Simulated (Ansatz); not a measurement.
Results of PBEsol (Ansatz, a program for electronic structure, PAW) for Ge(SeO3)2 (Pa-3, No. 205; cell taken from a computed entry).

Settings: plane-wave cutoff 520 eV, 6×6×6 k mesh, Fermi–Dirac smearing 0.01 eV, scalar-relativistic PAW data made under PBE.

Cell (relaxed with PBEsol):

GeO6Se2 has the cubic space group Pa-3 (No. 205), Pearson symbol cP36. Lattice parameters: a = 7.8128 Å, b = 7.8128 Å, c = 7.8128 Å, α = 90.00°, β = 90.00°, γ = 90.00°. Ge on 4b has 6 O at 1.895 Å (octahedral). Se on 8c sees 3 O at 1.726 Å (trigonal pyramidal). O on 24d has 1 Se at 1.726 Å and 1 Ge at 1.895 Å (bent). (Neighbours: up to the widest gap in distance over summed covalent radii, below 1.35, at either atom.)

Task: What does this level give for the band gap?

Result: 
- band gap = 3.16 eV (direct)

Spin–orbit coupling is not included.

Static lattice: no zero-point or thermal effects.

It cost around 4 core-minutes (rough) of CPU time.
